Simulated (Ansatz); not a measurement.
A calculation with Ansatz (development build ahead of 0.2.0).

```yaml
crystal:
  periodic: [false, false, false]
  atoms:
    - { symbol: Si, position_ang: [0.0, 0.0, -1.13811] }
    - { symbol: S, position_ang: [0.0, 0.0, 1.13811] }
basis:
  gaussian: { orbitals: "6-31G" }
hamiltonian:
  xc: hf
correlation:
  method: ccsd_t
  frozen_orbitals: { S: 5, Si: 5 }
```

The input is written out in the form of the current development build from the run's settings.

Output:

```yaml
Converged: yes
Reference_energy: -686.35495 hartree
Correlation_energy: -0.14011 hartree
Total_energy: -686.49506 hartree
```
